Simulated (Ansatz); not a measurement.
A made-up structure of C2H2Na, doublet:

C1  (-0.391, 0.534, -0.476)
C2  (0.316, -0.431, 0.385)
Na3  (1.498, -2.047, 1.824)
H4  (-1.544, 0.364, -0.865)
H5  (0.120, 1.581, -0.868)
(Å)

It is relaxed with PBE-D4/def2-SVP and then PBE0-D4/def2-TZVP (Ansatz 0.2.0). Atoms count as bonded within 1.22 times the sum of their covalent radii (H–H: 0.88 Å). The end point is not checked to be a true minimum.

Task: Does its bonding change? (A judgement: the text doesn't fix the answer.)

Result: The calculation gives: No: no bond forms or breaks.

Where it ends: The first stage lowers the energy by 0.97 eV in 23 steps. It ends as C₂H₂Na ([CH2][C][Na]):
C1  (-0.349, 0.477, -0.425)
C2  (0.282, -0.386, 0.343)
Na3  (1.337, -1.831, 1.628)
H4  (-1.381, 0.331, -0.766)
H5  (0.112, 1.408, -0.780)
(Å)

Labels in which every atom is bracketed show which atoms are joined, not bond orders.

For scale, one of the runs: PBE0-D4/def2-TZVP relaxation, 106 basis functions, launched by `ansatz run in.yaml --threads 2 --pin off --events-out ev --progress --plain --max-ram 4352MiB`. Hardware: 2 CPU threads of an Arm Neoverse V1, shared host. Wall time about 27 s.
